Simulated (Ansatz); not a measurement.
Diamond, treated with HSE06 in Ansatz (plane waves, PAW).

Settings: plane-wave cutoff 520 eV, 12×12×12 k mesh, finite displacements, scalar-relativistic PAW data made under PBE.

Computed at the level's own relaxed cell.

**Question.** Predict the zone-centre TO phonon frequency.

**Answer.** 
- zone-centre TO phonon frequency: 1372 cm⁻¹

Measured, for comparison: zone-centre TO phonon frequency 1333 cm⁻¹ (low temperature, zero-point motion not removed; as tabulated in Kunc et al. (2003), arXiv:cond-mat/0304692). Computed (rounded) less measured: zone-centre TO phonon frequency +3 %.

Ansatz is an electronic-structure program.
